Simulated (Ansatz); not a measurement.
Dissociation curve of Na2, singlet.

Levels of theory: RKS-PBE = restricted PBE/cc-pVQZ (Ansatz, a quantum-chemistry and plane-wave program); UKS-PBE = Ansatz with unrestricted PBE/cc-pVQZ; RKS-CAM-B3LYP = restricted CAM-B3LYP/cc-pVQZ in Ansatz; FCI = full CI/cc-pVQZ, frozen core in Ansatz.

Energies relative to the lowest point of each curve near equilibrium, in kJ/mol; the last columns give the error against full CI:

```tsv
R / Å	RKS-PBE	UKS-PBE	RKS-CAM-B3LYP	FCI	RKS-PBE − FCI	UKS-PBE − FCI	RKS-CAM-B3LYP − FCI
2.49	24.6	24.6	19.9	33.5	-8.9	-8.9	-13.6
2.69	9.5	9.5	6.4	15.0	-5.5	-5.5	-8.6
2.80	4.6	4.6	2.5	8.4	-3.8	-3.8	-6.0
2.91	1.6	1.6	0.4	4.0	-2.4	-2.4	-3.6
2.97	0.6	0.6	0.0	2.3	-1.7	-1.7	-2.3
3.10	0.0	0.0	0.7	0.3	-0.3	-0.3	0.4
3.19	0.6	0.6	2.1	0.0	0.6	0.6	2.1
3.26	1.5	1.5	3.7	0.3	1.2	1.2	3.4
3.40	4.4	4.4	7.9	2.0	2.3	2.3	5.9
3.52	7.6	7.6	12.4	4.4	3.2	3.2	7.9
3.83	18.2	18.2	26.1	13.3	4.9	4.9	12.8
4.19	32.2	32.1	43.9	25.5	6.7	6.6	18.4
4.62	48.9	46.9	65.4	39.3	9.6	7.6	26.1
5.07	64.5	58.3	86.0	50.6	13.8	7.7	35.4
5.63	80.2	67.1	108.1	59.8	20.4	7.3	48.3
6.26	93.2	71.8	128.1	65.2	28.0	6.6	62.9
6.89	102.2	73.7	143.6	67.7	34.5	6.0	75.9
7.50	107.9	74.3	155.1	68.7	39.2	5.5	86.4
8.47	113.0	74.5	168.2	69.4	43.6	5.1	98.8
9.30	115.1	74.5	176.0	69.6	45.5	4.9	106.4
```

RKS-PBE is furthest from FCI at 9.30 (45.5 kJ/mol, above); its mean absolute error over the points is 13.8 kJ/mol.

UKS-PBE is furthest from FCI at 2.49 (-8.9 kJ/mol, below); its mean absolute error over the points is 4.6 kJ/mol.

RKS-CAM-B3LYP is furthest from FCI at 9.30 (106.4 kJ/mol, above); its mean absolute error over the points is 31.3 kJ/mol.

The restricted form behind RKS-PBE, RKS-CAM-B3LYP keeps the bonding electrons paired and can't separate into open-shell fragments. The unrestricted determinant behind UKS-PBE is spin-contaminated at 4.19 to 9.30 Å (<S²> up to 1.0, against 0.00 for a pure singlet).
